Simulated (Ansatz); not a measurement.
## [SiH$_{3}$···H···BH$_{2}$], doublet in cc-pVDZ: errors against UCCSDT(Q)

Geometry: a point of a hydrogen-transfer path between rigid fragments, not a stationary point.

```xyz
8

Si   -1.0154    0.0000    0.0000
H    -1.5103    1.3997    0.0000
H    -1.5103   -0.6999    1.2122
H    -1.5103   -0.6999   -1.2122
H     1.2326    0.0000    0.0000
B     2.4026    0.0000    0.0000
H     2.9116    0.0000    1.0770
H     2.9116    0.0000   -1.0770
```

Basis cc-pVDZ; Ansatz 0.2.0. Only valence electrons are correlated (noble-gas cores frozen), which leaves 13 electrons in 56 orbitals. Prefix R: restricted or restricted open-shell reference; prefix U: unrestricted. Active spaces: pair = (3e, 3o) about the gap; frontier = (9e, 9o) about the gap.

Full CI isn't at hand for all of this; UCCSDT(Q) serves as the reference, and is uncertain by about the last step of the cluster series. The frozen core follows each run's orbitals, which can shift R against U totals by a few meV.

For open shells CISD is restricted-active-space CI with the open shells as a complete middle space.

```
UHF ⟨S²⟩                          : 0.757
T1 diagnostic (RCCSD)             : 0.0144
largest doubles amplitude (RCCSD) : 0.031
T1 diagnostic (UCCSD)             : 0.0106
```

```tsv
level	E − E(UCCSDT(Q)) (kJ/mol)	share of correlation (%)	wall time
RHF	657.0	0.00	–
UHF	651.3	0.87	–
RMP2	147.7	77.52	–
UMP2	147.4	77.57	–
CISD	69.7	89.40	5.5 s
RCCSD	14.3	97.82	–
UCCSD	14.2	97.84	–
RCCSD(T)	3.0	99.54	3.3 s
UCCSD(T)	3.0	99.54	3.4 s
BCCD(T)	3.0	99.54	3.8 s
RCCSDT	0.3	99.95	–
UCCSDT	0.3	99.96	–
RCCSDT(Q)	0.0	99.99	12 s (H100)
CASSCF (pair space)	621.4	5.42	–
NEVPT2 (pair space)	149.0	77.31	1.5 s
MRCISD (pair space)	63.0	90.42	–
MRCISD+Q (pair space)	3.2	99.51	1.3 s (H100)
CASSCF (frontier space)	509.8	22.41	–
NEVPT2 (frontier space)	142.0	78.39	11 s (H100)
MRCISD+Q(relaxed) (frontier space)	-0.1	100.02	13 s (H100)
```

The correlation energy at UCCSDT(Q), counted from RHF, is -6.810 eV. That run took 14 s on 2 threads of AMD EPYC 7R13 with a shared H100 80 GB, shared host.

Run but not shown, since their state or frozen core can't be matched to the reference's or they repeat it: MRCISD (frontier space), MRCISD+Q (frontier space).

Times hold each run's SCF and search for its determinant on a shared host, so for small cases they say little of a method's own cost; rows without a card ran on 1 thread of AMD EPYC 7R13.
